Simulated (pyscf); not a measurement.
H₃C–CH₂–CH₂–Al(CH₃)–NH₂ (SMILES CC[CH2][Al]([CH3])[NH2]) → H₃C–Al(CH₃)–NH₂ (SMILES [CH3][Al]([CH3])[NH2]) + H₂C=CH₂ (SMILES C=C) (elimination; singlet surface; C–C, Al–C broken, Al–C formed). Optimised with ωB97X-D3(BJ)/def2-SVP in PySCF. Energies in eV from the reactant's lowest minimum found.

```json
[
 {"level": "PBE/def2-TZVP", "barrier": "1.75", "reaction energy": "+0.89"},
 {"level": "r²SCAN/def2-TZVP", "barrier": "(withheld)", "reaction energy": "+0.95"},
 {"level": "B3LYP-D3(BJ)/def2-TZVP", "barrier": "1.90", "reaction energy": "+0.86"},
 {"level": "PBE0-D3(BJ)/def2-TZVP", "barrier": "1.90", "reaction energy": "+1.11"},
 {"level": "M06-2X/def2-TZVP", "barrier": "1.92", "reaction energy": "+0.97"},
 {"level": "HF/def2-TZVP", "barrier": "(withheld)", "reaction energy": "(withheld)"}
]
```

Q: What belongs in the gaps?

A: 
- r²SCAN/def2-TZVP, barrier: 1.74
- HF/def2-TZVP, barrier: 2.46
- HF/def2-TZVP, reaction energy: +0.61

The functionals in the table span 0.18 eV in this barrier, from r²SCAN to M06-2X. On the product side the descent ends in a complex, 0.35 eV under the separated species and 1.27 eV under the saddle at ωB97X-D3(BJ)/def2-TZVP. At the saddle there is also a short Al–C contact that neither side keeps. One saddle was located; it need not be the lowest between these sides.
